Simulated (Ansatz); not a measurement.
Mulliken charges of C₂H₄FN (`CC(=N)F`) from ωB97M-V/def2-TZVPP in Ansatz (PBE0-D4/def2-TZVP geometry).

| atom | x (Å) | y (Å) | z (Å) | charge (e) |
| --- | --- | --- | --- | --- |
| C1 | -0.247 | 0.732 | -0.287 | -0.271 |
| C2 | 0.491 | -0.429 | 0.278 | 0.186 |
| N3 | 0.166 | -1.621 | 0.450 | -0.186 |
| F4 | 1.726 | -0.065 | 0.654 | -0.181 |
| H5 | -1.251 | 0.448 | -0.597 | 0.088 |
| H6 | -0.309 | 1.528 | 0.459 | 0.123 |
| H7 | 0.298 | 1.133 | -1.145 | 0.123 |
| H8 | -0.784 | -1.782 | 0.132 | 0.118 |

By hand: the dipole of these point charges (1 e Å = 4.8032 D).

Σ q r = (-0.389, 0.192, -0.194) e Å, of length 0.475 e Å = 2.28 D.

How does the dipole of the full density compare? (Best estimate.)

Ansatz gave: (-0.502, 0.410, -0.291) e Å, 3.41 D; the point charges give 0.67 times that, at 12° from its direction.

Point charges leave out the atoms' own dipoles, such as those of lone pairs, and Mulliken's split depends on the basis, so the two needn't agree.
